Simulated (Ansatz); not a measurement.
System: antiferromagnetic (type II) rock-salt MnO. Method: r²SCAN+U in Ansatz (plane waves, PAW).

Numerical settings: plane-wave cutoff 600 eV, 14×14×14 k mesh, Fermi–Dirac smearing 0.01 eV, U_eff Mn 3.9 eV, spin-polarised with opposed moments, scalar-relativistic PAW data made under PBE.

Starting structure:

```xyz
4
Lattice="4.4400 2.2200 2.2200 2.2200 4.4400 2.2200 2.2200 2.2200 4.4400" Properties=species:S:1:pos:R:3 pbc="T T T"
Mn     0.0000     0.0000     0.0000
Mn     4.4400     4.4400     4.4400
O      2.2200     2.2200     2.2200
O      6.6600     6.6600     6.6600
```

Into what structure does the relaxation of cell and atoms lead at this level, with the symmetry of the start kept?

The volume grows by 2.2 %; final space group R-3m.
```xyz
4
Lattice="4.4509 2.2045 2.2045 2.2045 4.4509 2.2045 2.2045 2.2045 4.4509" Properties=species:S:1:pos:R:3 pbc="T T T"
Mn     0.0000     0.0000     0.0000
Mn     4.4300     4.4300     4.4300
O      2.2150     2.2150     2.2150
O      6.6450     6.6450     6.6450
```

Ansatz is a first-principles code.
